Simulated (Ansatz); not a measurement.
**Scan of [AlH2···H···GeH3], doublet**

Starting geometry:

| atom | x (Å) | y (Å) | z (Å) |
| --- | --- | --- | --- |
| Al | -2.5747 | 0.0000 | 0.0000 |
| H | -3.3676 | 1.3734 | 0.0000 |
| H | -3.3676 | -1.3734 | 0.0000 |
| H | -0.9889 | 0.0000 | 0.0000 |
| Ge | 1.0023 | 0.0000 | 0.0000 |
| H | 1.4710 | -1.4659 | 0.0000 |
| H | 1.4710 | 0.7330 | -1.2695 |
| H | 1.4710 | 0.7330 | 1.2695 |

From there H4 is moved from one fragment to the other while all else, the fragments' distance too, stays fixed; atoms are numbered as listed. Energies are in eV, counted from the starting geometry at the same level. Kohn–Sham curves are unrestricted where that lies lower.

Basis cc-pVDZ; Ansatz 0.2.0. Correlated methods freeze the noble-gas cores and the filled d shells of p-block atoms. R marks a restricted (for open shells ROHF) determinant, U an unrestricted one. No spin–orbit coupling is included, and no scalar relativity.

In so small a basis the reference is far from its limit while semilocal and hybrid functionals are nearer theirs (RPA and double hybrids share much of the reference's basis error), so the functionals' errors here hold much of the reference's basis and frozen-core error, which can add to them or hide them.

Full CI isn't at hand for all of this; UCCSDT(Q) serves as the reference, and is uncertain by about the last step of the cluster series.

```csv
distance Al1-H4 (Å),UCCSDT(Q),PBE,r2SCAN,PBE0,B3LYP,wB97X-V,wB97M-V,B2PLYP,RPA-PBE
1.586,0.000,0.000,0.000,0.000,0.000,0.000,0.000,0.000,0.000
1.652,-0.010,-0.056,-0.039,-0.042,-0.031,-0.020,-0.010,-0.019,-0.021
1.783,-0.008,-0.114,-0.076,-0.082,-0.053,-0.025,-0.001,-0.027,-0.045
1.915,-0.035,-0.134,-0.099,-0.111,-0.066,-0.046,-0.016,-0.047,-0.087
2.047,-0.030,-0.072,-0.060,-0.076,-0.021,-0.028,0.002,-0.023,-0.082
```

(1) Judged by the spread of the error over the points with a reference (largest less smallest), which of these follows UCCSDT(Q) best and which worst?

## Answers

(1) Subtracting the UCCSDT(Q) column from each: best wB97X-V (errors from -0.017 to 0.002, spread 0.019 eV), worst PBE (from -0.106 to 0.000, spread 0.106 eV). Functionals and wave-function methods converge differently with the basis, so part of this is basis effect.
